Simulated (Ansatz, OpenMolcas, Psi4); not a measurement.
Predicting a hybrid from its neighbours: C2H3FO (acetyl fluoride)

C2H3FO: 7 atoms, total charge 0, spin state singlet. As SMILES, `CC(=O)F`. Geometry: relaxed at PBE0-D4/def2-TZVP.

The vertical energy of the triplet above the singlet y, in eV, basis aug-cc-pVDZ; a is the functional's share of exact exchange. Programs: Ansatz 0.2.0, OpenMolcas 26.06, Psi4 1.11.

| functional | program | a | y (eV) |
| --- | --- | --- | --- |
| TPSS | OpenMolcas | 0 | 5.44 |
| BLYP | Ansatz | 0 | 5.53 |
| TPSSh | Psi4 | 0.1 | 5.41 |
| B3LYP | Ansatz | 0.2 | ? |
| PBE0 | Ansatz | 0.25 | 5.45 |
| BHLYP | Ansatz | 0.5 | 5.29 |

Q: Fit y = c + s·a to the known rows and predict B3LYP.

A: 
1. Means of the 5 rows: a = 0.1700, y = 5.424.
2. Σ(Δa)² = 0.178, Σ(Δa·Δy) = -0.0619, so the slope is -0.0619/0.178 = -0.34775.
3. Intercept: 5.424 − (-0.34775) × 0.1700 = 5.483. The largest residual of the fit is 0.054.
4. B3LYP: 5.483 + (-0.34775) × 0.2 = 5.41 eV.

The run gave 5.49 eV, so the prediction is off by -0.08 eV, more than the largest residual. Exact exchange favours the state with more unpaired electrons. The rows mix families of semi-local functionals, which the line can't see.
